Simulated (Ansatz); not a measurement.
Solid chlorine, treated with r²SCAN0 (plane waves, PAW; Ansatz, a quantum-chemistry and plane-wave program).

Numerical settings: plane-wave cutoff 520 eV, 8×8×4 k mesh (along the axes of the cell as run), Fermi–Dirac smearing 0.01 eV, scalar-relativistic PAW data made under PBE.

Computed at the level's own relaxed cell.

Task: Predict the smallest direct gap on the k points sampled, lattice parameter b, band gap, lattice parameter c and lattice constant a.

Result: 
- smallest direct gap on the k points sampled: 5.27 eV
- lattice parameter b: 4.394 Å
- band gap: 5.22 eV (indirect)
- lattice parameter c: 8.306 Å
- lattice constant a: 6.390 Å

Note: the cell comes from a level without a dispersion term, which matters for the spacing of layers, chains or molecules.

Static lattice: no zero-point or thermal effects.

It cost roughly 2.2 core-hours of CPU time.
